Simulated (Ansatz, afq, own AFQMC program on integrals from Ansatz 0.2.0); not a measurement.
AFQMC on a folder of integrals that Ansatz 0.2.0 wrote.

```yaml
crystal:
  periodic: [false, false, false]
  atoms:
    - {symbol: H, position_ang: [0.000000, 0.000000, -1.054000]}
    - {symbol: H, position_ang: [0.000000, 0.000000, -0.028000]}
    - {symbol: F, position_ang: [0.000000, 0.000000, 1.082000]}
basis:
  gaussian: {orbitals: cc-pVTZ}
magnetization: {spin_polarized: true, initial_magnetization: 1}
correlation: {method: ccsd_t, electrons: outside_noble_gas, hamiltonian_folder: ham}
```

```sh
$ ansatz run in.yaml --threads 1 --pin off --events-out ev --progress --plain --max-ram 24576MiB --backend cuda --devices 0, --max-vram 18GiB
```

Options of the walk:

```
--method phaseless --trial cisd --walkers 4000 --populations 20 --least-time 60 --time-step 0.005 --steps-per-block 50 --equilibration-blocks 28 --max-blocks 4000 --target-error 0.00018 --factor-cut 1e-05 --start spin_pure --seed 4071 --release-times 0.24,0.51,0.99,1.62,2.4 --release-step 0.03 --release-every 3 --taylor-order 6
```

Times are imaginary, in 1/Eh. The walk had a cap of 192 s. With eight or more populations the least sampling time is a fifth of least-time, and the error comes from their spread.

Output of the walk:

```
orbitals 57  electrons 5 4  factors 341 of 342
reference energy -100.51313840 Eh
CCSD correlation -0.28751254 Eh in 11 cycles, weight of the determinant in the CISD state 0.9362
energy of the start -100.799107 Eh
 block  time / (1/Eh)  mean weight  energy / Eh
     1     0.250  1.0001  -100.801917
     2     0.500  0.9999  -100.805574
     3     0.750  0.9998  -100.807086
     4     1.000  1.0002  -100.807798
     5     1.250  1.0006  -100.807481
    12     3.000  1.0002  -100.808561
    19     4.750  1.0003  -100.808192
    26     6.500  0.9998  -100.810186
    32     8.000  0.9997  -100.807338
    33     8.250  1.0002  -100.807754
    40    10.000  0.9997  -100.808094
    47    11.750  0.9995  -100.808860
    54    13.500  1.0004  -100.807896
    61    15.250  0.9998  -100.807582
    68    17.000  1.0001  -100.809424
    75    18.750  0.9998  -100.808235
    78    19.500  1.0007  -100.808167
error from the spread of 20 populations
released: time / (1/Eh)  energy / Eh  error  mean overlap
  0.24  -100.808495  0.000132  0.9980
  0.51  -100.808791  0.000119  0.9897
  0.99  -100.808885  0.000128  0.9820
  1.62  -100.808751  0.000110  0.9680
  2.40  -100.808965  0.000206  0.9508
energy -100.808319 +/- 0.000126 Eh
(rows thinned)
```

The run passed its tests (sampling time, drift between the halves within three errors, error under three times the target), which doesn't prove that it has relaxed.

Against this walk (error 3.4 meV) on the same determinant: CCSD(T) 1.9 meV higher (within the noise), CCSDT(Q) 14.0 meV lower. The error is statistical and leaves out the bias of the constraint. Released to 2.40 1/Eh the energy lies 18 ± 7 meV (both errors) below the phaseless value, which shows part or all of the bias of the constraint, and CCSDT(Q) lies 3.6 meV above the released value.

Cautions: constraint bias not in the error.

The walk took 2.1 min on 1 × NVIDIA H100 80GB HBM3 with 2 threads of AMD EPYC 7R13 Processor (Zen 3) (shared host) (the card was shared). The log's last line is the phaseless energy.

CCSDT and higher add their correlation energy to the determinant of the CCSD(T) run, since their own runs factorise the integrals more tightly (a shift of under 2 meV). A walk keeps the symmetry of its determinant, which the program's search chose and which needn't be the lowest solution, so a lower state of the same spin and another symmetry isn't excluded.
